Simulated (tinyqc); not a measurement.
Inside a calculation. Method: UKS/LDA (VWN5) in the sto-6g basis, for NH, spin multiplicity 3. One step of it, computed by the program tinyqc.

Question. Iteration 1: building the Kohn-Sham matrix. J_ij = sum D_kl (ij|kl) with D = D(alpha) + D(beta); F = H + J + V_xc; E = tr D H + tr D J / 2 + E_xc + E_nn.

D(alpha) at the start:
```
            1N 1s      1N 2s    1N 2px    1N 2py     1N 2pz      2H 1s
1N 1s    1.055854  -0.243725  0.000000  0.000000  -0.001765   0.010362
1N 2s   -0.243725   1.063378  0.000000  0.000000   0.009003  -0.042702
1N 2px   0.000000   0.000000  1.000000  0.000000   0.000000   0.000000
1N 2py   0.000000   0.000000  0.000000  1.000000   0.000000   0.000000
1N 2pz  -0.001765   0.009003  0.000000  0.000000   1.010274  -0.053611
2H 1s    0.010362  -0.042702  0.000000  0.000000  -0.053611   0.004522
```

D(beta) at the start:
```
            1N 1s      1N 2s    1N 2px    1N 2py     1N 2pz      2H 1s
1N 1s    1.055854  -0.243725  0.000000  0.000000  -0.001765   0.010362
1N 2s   -0.243725   1.063378  0.000000  0.000000   0.009003  -0.042702
1N 2px   0.000000   0.000000  0.000000  0.000000   0.000000   0.000000
1N 2py   0.000000   0.000000  0.000000  0.000000   0.000000   0.000000
1N 2pz  -0.001765   0.009003  0.000000  0.000000   1.010274  -0.053611
2H 1s    0.010362  -0.042702  0.000000  0.000000  -0.053611   0.004522
```

core Hamiltonian H = T + V (hartree):
```
             1N 1s      1N 2s     1N 2px     1N 2py     1N 2pz      2H 1s
1N 1s   -24.704059  -5.387053   0.000000   0.000000  -0.004371  -0.151113
1N 2s    -5.387053  -6.459326   0.000000   0.000000  -0.052723  -0.504072
1N 2px    0.000000   0.000000  -5.183147   0.000000   0.000000   0.000000
1N 2py    0.000000   0.000000   0.000000  -5.183147   0.000000   0.000000
1N 2pz   -0.004371  -0.052723   0.000000   0.000000  -5.205596  -0.489087
2H 1s    -0.151113  -0.504072   0.000000   0.000000  -0.489087  -2.339006
```

Two-electron integrals (ij|kl) in chemists' order, unique and non-zero (hartree):
```
(11|11) 4.168742   (21|11) 0.583648   (21|21) 0.104114   (22|11) 0.968487
(22|21) 0.214450   (22|22) 0.708398   (31|31) 0.022075   (32|31) 0.033611
(32|32) 0.156576   (33|11) 0.968488   (33|21) 0.214450   (33|22) 0.708398
(33|33) 0.763241   (41|41) 0.022075   (42|41) 0.033611   (42|42) 0.156576
(43|43) 0.041133   (44|11) 0.968488   (44|21) 0.214450   (44|22) 0.708398
(44|33) 0.680975   (44|44) 0.763241   (51|51) 0.022075   (52|51) 0.033611
(52|52) 0.156576   (53|53) 0.041133   (54|54) 0.041133   (55|11) 0.968488
(55|21) 0.214450   (55|22) 0.708398   (55|33) 0.680975   (55|44) 0.680975
(55|55) 0.763241   (61|11) 0.017128   (61|21) 0.002939   (61|22) 0.005957
(61|33) 0.005942   (61|44) 0.005942   (61|51) 0.000167   (61|52) 0.000333
(61|55) 0.005988   (61|61) 0.000085   (62|11) 0.061761   (62|21) 0.013962
(62|22) 0.053735   (62|33) 0.052595   (62|44) 0.052595   (62|51) 0.001219
(62|52) 0.010295   (62|55) 0.056014   (62|61) 0.000403   (62|62) 0.006405
(63|31) 0.001214   (63|32) 0.007600   (63|53) 0.001883   (63|63) 0.000655
(64|41) 0.001214   (64|42) 0.007600   (64|54) 0.001883   (64|64) 0.000655
(65|11) 0.058973   (65|21) 0.013467   (65|22) 0.054673   (65|33) 0.052472
(65|44) 0.052472   (65|51) 0.002146   (65|52) 0.016615   (65|55) 0.059076
(65|61) 0.000399   (65|62) 0.007753   (65|65) 0.009865   (66|11) 0.266844
(66|21) 0.061212   (66|22) 0.266232   (66|33) 0.259206   (66|44) 0.259206
(66|51) 0.004344   (66|52) 0.051671   (66|55) 0.280283   (66|61) 0.001757
(66|62) 0.047735   (66|65) 0.063527   (66|66) 0.774999
```

nuclear repulsion = 1.86894070 hartree

V_xc(alpha) (hartree):
```
            1N 1s      1N 2s     1N 2px     1N 2py     1N 2pz      2H 1s
1N 1s   -2.571593  -0.333321   0.000000   0.000000  -0.000158  -0.010025
1N 2s   -0.333321  -0.716743   0.000000   0.000000  -0.000597  -0.042061
1N 2px   0.000000   0.000000  -0.713227   0.000000   0.000000   0.000000
1N 2py   0.000000   0.000000   0.000000  -0.713227   0.000000   0.000000
1N 2pz  -0.000158  -0.000597   0.000000   0.000000  -0.723761  -0.038506
2H 1s   -0.010025  -0.042061   0.000000   0.000000  -0.038506  -0.094287
```

V_xc(beta) (hartree):
```
            1N 1s      1N 2s     1N 2px     1N 2py     1N 2pz      2H 1s
1N 1s   -2.541371  -0.310969   0.000000   0.000000  -0.000183  -0.009473
1N 2s   -0.310969  -0.608705   0.000000   0.000000  -0.000820  -0.037658
1N 2px   0.000000   0.000000  -0.581678   0.000000   0.000000   0.000000
1N 2py   0.000000   0.000000   0.000000  -0.581678   0.000000   0.000000
1N 2pz  -0.000183  -0.000820   0.000000   0.000000  -0.662748  -0.036380
2H 1s   -0.009473  -0.037658   0.000000   0.000000  -0.036380  -0.093160
```

E_xc = sum of w rho eps_xc = -7.06409501 hartree

Give: Coulomb J; F(alpha); F(beta); total energy of this density.

Answer.

Coulomb J (hartree):
```
         1N 1s  1N 2s  1N 2px  1N 2py  1N 2pz  2H 1s
1N 1s   14.168  2.445   0.000   0.000   0.000  0.070
1N 2s    2.445  6.173   0.000   0.000   0.001  0.448
1N 2px   0.000  0.000   6.145   0.000   0.000  0.000
1N 2py   0.000  0.000   0.000   6.145   0.000  0.000
1N 2pz   0.000  0.001   0.000   0.000   6.227  0.450
2H 1s    0.070  0.448   0.000   0.000   0.450  2.142
```

F(alpha) (hartree):
```
          1N 1s   1N 2s  1N 2px  1N 2py  1N 2pz   2H 1s
1N 1s   -13.108  -3.276   0.000   0.000  -0.004  -0.091
1N 2s    -3.276  -1.003   0.000   0.000  -0.053  -0.099
1N 2px    0.000   0.000   0.249   0.000   0.000   0.000
1N 2py    0.000   0.000   0.000   0.249   0.000   0.000
1N 2pz   -0.004  -0.053   0.000   0.000   0.298  -0.078
2H 1s    -0.091  -0.099   0.000   0.000  -0.078  -0.291
```

F(beta) (hartree):
```
          1N 1s   1N 2s  1N 2px  1N 2py  1N 2pz   2H 1s
1N 1s   -13.078  -3.253   0.000   0.000  -0.004  -0.091
1N 2s    -3.253  -0.895   0.000   0.000  -0.053  -0.094
1N 2px    0.000   0.000   0.380   0.000   0.000   0.000
1N 2py    0.000   0.000   0.000   0.380   0.000   0.000
1N 2pz   -0.004  -0.053   0.000   0.000   0.359  -0.076
2H 1s    -0.091  -0.094   0.000   0.000  -0.076  -0.290
```

total energy of this density = -53.87887 hartree
